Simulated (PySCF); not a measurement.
Towards the basis-set limit for BCl⁺

State: ²Σ⁺, doublet, unpaired electrons σ ↑. De refers to B⁺ + Cl. ROHF-based CCSD(T) in PySCF 2.14 with B cc-pVTZ, Cl cc-pV(T+d)Z and B cc-pVQZ, Cl cc-pV(Q+d)Z (frozen core orbitals: 6; no relativity). Correlation energies are extrapolated as n⁻³ (n = 3, 4), Hartree–Fock as (n+1)·exp(−9√n). CV is the change on freezing 1 orbitals instead, in B cc-pwCVTZ, Cl cc-pwCVTZ. SR is the spin-free X2C energy in B cc-pVTZ-DK, Cl cc-pVTZ-DK less the non-relativistic one in B cc-pVTZ, Cl cc-pVTZ.

```json
{"Level": "CCSD(T)/TZ", "Re (Å)": "1.6049", "ωe (cm⁻¹)": "1136.9", "ωexe (cm⁻¹)": "6.60", "αe (cm⁻¹)": "0.00611", "De (eV)": "3.465"}
{"Level": "CCSD(T)/QZ", "Re (Å)": "1.6001", "ωe (cm⁻¹)": "1142.3", "ωexe (cm⁻¹)": "6.59", "αe (cm⁻¹)": "0.00614", "De (eV)": "3.535"}
{"Level": "HF/CBS", "Re (Å)": "1.5919", "ωe (cm⁻¹)": "1180.1", "ωexe (cm⁻¹)": "5.89", "αe (cm⁻¹)": "0.00571", "De (eV)": "3.234"}
{"Level": "MP2/CBS", "Re (Å)": "1.5916", "ωe (cm⁻¹)": "1178.3", "ωexe (cm⁻¹)": "5.75", "αe (cm⁻¹)": "0.00567", "De (eV)": "4.071"}
{"Level": "CCSD/CBS", "Re (Å)": "1.5929", "ωe (cm⁻¹)": "1161.2", "ωexe (cm⁻¹)": "6.61", "αe (cm⁻¹)": "0.00609", "De (eV)": "3.377"}
{"Level": "CCSD(T)/CBS", "Re (Å)": "1.5977", "ωe (cm⁻¹)": "1146.1", "ωexe (cm⁻¹)": "6.57", "αe (cm⁻¹)": "0.00613", "De (eV)": "3.570"}
{"Level": "CCSD(T)/CBS+CV", "Re (Å)": "1.5936", "ωe (cm⁻¹)": "1152.4", "ωexe (cm⁻¹)": "6.57", "αe (cm⁻¹)": "0.00615", "De (eV)": "3.628"}
{"Level": "CCSD(T)/CBS+CV+SR", "Re (Å)": "1.5931", "ωe (cm⁻¹)": "1151.0", "ωexe (cm⁻¹)": "6.57", "αe (cm⁻¹)": "0.00617", "De (eV)": "3.622"}
```

Problem. How much is left between CCSD(T)/QZ and the basis-set limit, and how much do the triples give at the limit?

Solution. CCSD(T)/CBS less CCSD(T)/QZ: -2.4 mÅ in Re, +3.8 cm⁻¹ in ωe and +0.035 eV in De. CCSD(T)/CBS less CCSD/CBS: +4.8 mÅ in Re, -15.1 cm⁻¹ in ωe and +0.193 eV in De.

Problem. What do the later terms add?

Solution. CV: -4.1 mÅ in Re, +6.3 cm⁻¹ in ωe and +0.058 eV in De; SR: -0.5 mÅ in Re, -1.4 cm⁻¹ in ωe and -0.006 eV in De, each against the row above.

The T1 diagnostic is 0.025. The state was picked by a PBE0 search and need not be the measured ground state. Spin–orbit coupling, excitations beyond (T) and corrections to the Born–Oppenheimer picture are left out.

The whole job (state search and all basis sets along the bond) took about 18 min on 4 threads of Arm Neoverse V1 (shared host), peak memory 9 GiB.
